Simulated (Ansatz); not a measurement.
`[CH3][Mg][F]` + HCl → `[CH3][Mg][Cl]` + H–F at 700 K and 1 bar (ligand exchange at a Mg–F bond).

Isolated molecules relaxed with PBE0-D4/def2-TZVP in Ansatz; ΔE leaves out vibrations. CCSD(T)/CBS is the MP2 limit (def2-TZVPP, def2-QZVPP) plus CCSD(T) − MP2 in def2-TZVPP, frozen cores. This one scheme is used for every species. For Mg outer-core shells are correlated without core-valence functions, which leaves a few kJ/mol of doubt a bond.

```json
{"species": "`[CH3][Mg][F]`", "CCSD(T)/CBS energy (Eh)": "-339.61123", "H − E (kJ/mol)": "144.4", "S (J/(mol·K))": "346.8"}
{"species": "HCl", "CCSD(T)/CBS energy (Eh)": "-460.38127", "H − E (kJ/mol)": "38.4", "S (J/(mol·K))": "211.8"}
{"species": "`[CH3][Mg][Cl]`", "CCSD(T)/CBS energy (Eh)": "-699.60606", "H − E (kJ/mol)": "143.8", "S (J/(mol·K))": "360.5"}
{"species": "H–F", "CCSD(T)/CBS energy (Eh)": "-100.39570", "H − E (kJ/mol)": "45.2", "S (J/(mol·K))": "198.5"}
```

H − E and S are ideal-gas, rigid-rotor, harmonic terms from PBE0-D4/def2-TZVP. 1 Eh = 2625.50 kJ/mol, R = 8.31446 J/(mol·K).

Problem. By hand: ΔE, ΔH, ΔS and ΔG.

Solution. ΔE = (-699.60606) + (-100.39570) − (-339.61123) − (-460.38127) = -0.00926 Eh = -24.3 kJ/mol. Δ(H − E) = 143.8 + 45.2 − 144.4 − 38.4 = 6.2, so ΔH = -18.1 kJ/mol. ΔS = 360.5 + 198.5 − 346.8 − 211.8 = 0.4 J/(mol·K). ΔG = -18.1 − 700 × (0.4)/1000 = -18.4 kJ/mol.

Problem. By hand: the equilibrium constant, and the temperature at which ΔG would vanish if ΔH and ΔS stayed fixed.

Solution. log₁₀ K = −ΔG/(RT ln 10) = 1.4. ΔH and −TΔS have one sign here, so there is no such temperature.

The number of gas molecules stays the same, so ΔS is small and ΔH decides. A doubt of 5 kJ/mol in ΔE shifts log₁₀ K by 0.4 here. These are equilibria of isolated gas molecules and say nothing of rates. Largest T1 diagnostic: 0.010 (customary marks: 0.02 for closed shells, 0.045 for open ones).

ΔS is within the doubt of such terms, so its sign, and with it that verdict, could turn.
